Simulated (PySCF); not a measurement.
Molecule (SMILES): [C-]#[NH+] (C-NH).
Geometry (B3LYP-D3(BJ)/def2-TZVP, fixed):
```xyz
3

C      0.0000     0.0000    -0.7364
N      0.0000     0.0000     0.4276
H      0.0000     0.0000     1.4250
```
Charge 0, spin multiplicity 1.

Basis-set convergence of the lowest singlet excitation energy at PBE with PySCF. Tamm-Dancoff approximation; the state is taken by its order, and sets in which it differs in degeneracy or brightness are left out, yet its character can still change. All functions are spherical. Density fitting with generated auxiliary sets. No added dispersion term, no relativity. Reference: the value in d-aug-cc-pVTZ, 6.955 eV, itself unsure by roughly 0.019 eV (its mean distance from aug-pcseg-3, aug-cc-pVQZ, aug-pcseg-2). Deviations are taken from unrounded values. Cost is core time over that of pcseg-2, rough, on shared machines of one kind.

| basis | functions | lowest singlet excitation energy (eV) | minus reference (eV) | cost |
|---|---|---|---|---|
| aug-pcseg-1 | 55 | 6.981 | 0.026 | 0.6× |
| pcseg-2 | 74 | 7.372 | 0.416 | 1× |
| d-aug-cc-pVDZ | 77 | 6.935 | -0.020 | 1× |
| def2-TZVPD | 83 | 7.384 | 0.428 | 1× |
| aug-cc-pVTZ | 115 | 6.993 | 0.037 | 1× |
| cc-pVQZ | 140 | 7.543 | 0.587 | 2× |
| def2-QZVPP | 144 | 7.410 | 0.455 | 3× |
| pcseg-3 | 153 | 7.171 | 0.216 | 3× |
| aug-pcseg-3 | 219 | 6.969 | 0.014 | 9× |
